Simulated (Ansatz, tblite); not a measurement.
Spin states of P4⁻ (the lowest doublet isomer of a short search), each relaxed with B3LYP-D4/def2-TZVPD in Ansatz. Electronic energies in the gas phase.

The xTB rows come from tblite. Correlated methods freeze 20 core orbitals. The structure comes from a short search, and lower isomers may exist.

Doublet geometry (C2v within 0.1 Å):

Cartesian coordinates in Å:
```
P 0.898 0.849 0.288
P -0.063 -0.392 -1.205
P -1.319 0.827 0.163
P 0.485 -1.283 0.754
```

Quartet geometry (D2d within 0.1 Å):

```xyz
4

P     0.620   -1.354   -0.231
P    -0.171    1.203    0.891
P    -1.369   -0.556    0.303
P     0.920    0.707   -0.963
```

⟨S²⟩: doublet 0.76 at PBE0-D4/def2-TZVPD (pure 0.75), quartet 3.77 at PBE0-D4/def2-TZVPD (pure 3.75).

Only these spin states were relaxed. The quartet has other bonds than the doublet, so the gap mixes isomer and spin.

| level | quartet − doublet (kcal/mol) | lowest of these | remarks |
| --- | --- | --- | --- |
| GFN2-xTB | 30.3 | doublet | – |
| HF/def2-TZVPPD | 1.6 | doublet | – |
| PBE-D4/def2-TZVPD | 26.0 | doublet | HOMO above zero (doublet), HOMO above zero (quartet) |
| PBE0-D4/def2-TZVPD | 23.8 | doublet | HOMO above zero (doublet) |
| BHLYP-D4/def2-TZVPD | 17.4 | doublet | – |
| CCSD/def2-TZVPPD | 22.1 | doublet | – |

(1) Estimate the rows for GFN1-xTB, HF/STO-3G, LDA (SPW92)/def2-TZVPD, RPA@PBE/def2-TZVPD, MP2/def2-TZVPPD, CCSD(T)/def2-TZVPPD.

## Answers

(1) 
```json
{"level": "GFN1-xTB", "quartet − doublet (kcal/mol)": "28.9", "lowest of these": "doublet", "remarks": "–"}
{"level": "HF/STO-3G", "quartet − doublet (kcal/mol)": "-8.3", "lowest of these": "quartet", "remarks": "HOMO above zero (doublet), HOMO above zero (quartet)"}
{"level": "LDA (SPW92)/def2-TZVPD", "quartet − doublet (kcal/mol)": "31.7", "lowest of these": "doublet", "remarks": "HOMO above zero (doublet), HOMO above zero (quartet)"}
{"level": "RPA@PBE/def2-TZVPD", "quartet − doublet (kcal/mol)": "24.6", "lowest of these": "doublet", "remarks": "–"}
{"level": "MP2/def2-TZVPPD", "quartet − doublet (kcal/mol)": "34.2", "lowest of these": "doublet", "remarks": "–"}
{"level": "CCSD(T)/def2-TZVPPD", "quartet − doublet (kcal/mol)": "25.5", "lowest of these": "doublet", "remarks": "–"}
```

The xTB methods have no spin-polarisation term.
